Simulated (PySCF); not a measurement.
# Löwdin shares of the frontier orbitals

Species: PF₄ (charge +1).
Geometry (PBE0-D3(BJ)/def2-SVP, Å), atoms numbered from 1 in this order:
```
atom  x, y, z in Å
F1    -1.160    0.011   -0.890
P2     0.072   -0.017   -0.020
F3     1.262   -0.456   -0.837
F4     0.326    1.363    0.535
F5    -0.141   -0.989    1.115
```

Method: TDDFT wB97X-D/def2-SVPD, vertical, gas phase, core orbitals frozen in the response in PySCF 2.14.0, density-fitted response routines.

Frontier orbitals with the atoms that hold most of them (Löwdin shares over 4%, at most four atoms; ? is withheld):

| orbital | ε (eV) | atoms |
| --- | --- | --- |
| LUMO+2 | -3.43 | P2 39%, F5 17%, F4 16%, F1 15% |
| LUMO+1 | -3.47 | P2 39%, F4 16%, F3 16%, F1 15% |
| LUMO | ? | ? |
| HOMO | -23.14 | F5 34%, F1 31%, F3 21%, F4 14% |
| HOMO-1 | -23.14 | F3 33%, F4 32%, F1 18%, F5 16% |
| HOMO-2 | -23.14 | F4 28%, F1 26%, F5 25%, F3 21% |
| HOMO-3 | -24.35 | F4 24%, F3 23%, F1 22%, F5 22% |

(1) Which atoms hold the LUMO, and with what shares?

(2) What is the LUMO energy, and the HOMO–LUMO gap?

## Answers

(1) P2 (bonded to 4 F) 32%; F4 (bonded to P) 17%; F3 (bonded to P) 17%; F1 (bonded to P) 17%. By element: fluorine 51% or more, phosphorus 32%.

(2) ε(LUMO) = -5.82 eV; the gap is 17.31 eV (0.6363 hartree).

Within 0.005 eV of a neighbour in this list lie HOMO-2/HOMO-1/HOMO (point group found: Td); within a degenerate set the shares of single atoms can hang on how the components are chosen.

Task: How does S1 compare with the orbital gap of 17.31 eV?

Result: S1 is at 11.45 eV (f = 0.0000), 5.87 eV below the gap, made of HOMO-2/HOMO-1/HOMO→LUMO (≥94%). S1/S2/S3 lie within about 0.01 eV of each other. Without the coupling terms of the response equations the lowest excitation would equal the gap.

Next come S2 at 11.45 eV (f 0.0000), HOMO-2/HOMO-1/HOMO→LUMO (≥89%); S3 at 11.45 eV (f 0.0000), HOMO-2/HOMO-1/HOMO→LUMO (≥87%); S4 at 12.84 eV (f 0.0000), HOMO-6→LUMO (82%); S5 at 12.85 eV (f 0.0000), HOMO-7→LUMO (82%), HOMO-2/HOMO-1/HOMO→LUMO+1 (≥10%).

Orbitals of the list HOMO-3 to LUMO+2 that lie within 0.01 eV of each other are written together with a slash and their weights summed (≥ marks a lower bound); for degenerate orbitals outside that list single weights are arbitrary.

Löwdin shares depend on the basis, the more so with diffuse functions.
